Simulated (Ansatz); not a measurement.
FeClO (Pmmn)

Level of theory: DFT PBEsol, scalar-relativistic, plane waves, PAW in Ansatz.

Settings: cutoff 420 eV, Γ-centred mesh 12×10×6 on the computed 6-atom cell, Gaussian smearing of 0.10 eV; collinear spin from starting moments 3.36 3.36 0.22 0.22 0.24 0.24 μB.

The structure is relaxed at this level of theory with its symmetry kept. Whether it is the stable form of this composition wasn't checked.

Space group Pmmn:1 (No. 59). a = 3.222 Å, b = 3.716 Å, c = 8.143 Å, α = 90.00°, β = 90.00°, γ = 90.00°
| atom | site | symmetry | x | y | z |
| --- | --- | --- | --- | --- | --- |
| Fe | 2b | mm2 | 0.0000 | 0.5000 | 0.1068 |
| Cl | 2a | mm2 | 0.5000 | 0.5000 | 0.3122 |
| O | 2a | mm2 | 0.5000 | 0.5000 | 0.9351 |

```
Space group                                                       : Pmmn (No. 59)
Volume per atom                                                   : 16.25 Å³
Formation energy from the elements' standard states (uncorrected) : -0.960 eV/atom
Kohn–Sham band gap                                                : none (metal)
Density of states at the Fermi level                              : 6.30 states/eV per cell
Löwdin character within 0.5 eV of the Fermi level                 : Fe 3d 73 %, O 2p 14 %, Cl 3p 11 %
Bader charges (e)                                                 : Fe (2 in the cell) 1.53, Cl (2 in the cell) -0.46, O (2 in the cell) -1.07
Total moment                                                      : 7.88 μB per cell
Site moments (μB; atoms counted from 1 over the whole cell)       : Fe (atom 1) 3.06, Fe (atom 2) 3.06, Cl (atom 3) 0.20, Cl (atom 4) 0.20, O (atom 5) 0.22, O (atom 6) 0.22
```

The run saw a state lower than the one given here. Moments started parallel, and an antiferromagnetic order may lie lower. The cell holds layers, and where no dispersion correction was added their binding is poorly described.

Only this magnetic start was tried.

Cost: 1 run of about 10 core-minutes, on Intel Xeon Processor @ 2.50GHz (Skylake/Cascade Lake) (shared hosts).